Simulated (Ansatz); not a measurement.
A made-up structure of MgAlH₂F, singlet:

F1  (-1.440, -1.895, 0.978)
Al2  (-1.132, -0.415, -0.115)
Mg3  (1.692, 0.765, 0.052)
H4  (-2.576, 0.041, -1.071)
H5  (3.457, 1.504, 0.156)
(Å)

It is relaxed with PBE-D4/def2-SVP and then PBE0-D4/def2-TZVP (Ansatz 0.2.0). Atoms count as bonded within 1.22 times the sum of their covalent radii (H–H: 0.88 Å). The end point is not checked to be a true minimum.

Task: Does its bonding change? (Judge from chemistry; the calculation decides.)

Result: Computed: No: no bond forms or breaks.

Where it ends: The first stage lowers the energy by 0.74 eV in 6 steps. It ends as MgAlH₂F ([F][AlH][MgH]):
```csv
atom,x (Å),y (Å),z (Å)
F1,-1.2832,-1.6910,0.8734
Al2,-1.0111,-0.3693,-0.1037
Mg3,1.5096,0.6849,0.0449
H4,-2.3021,0.0348,-0.9558
H5,3.0869,1.3406,0.1412
```

Labels in which every atom is bracketed show which atoms are joined, not bond orders.

For scale, one of the runs: PBE0-D4/def2-TZVP relaxation, 112 basis functions, launched by `ansatz run in.yaml --threads 2 --pin off --events-out ev --progress --plain --max-ram 4352MiB`. The run took about 12 s on 2 CPU threads of an Arm Neoverse V2 (shared host).
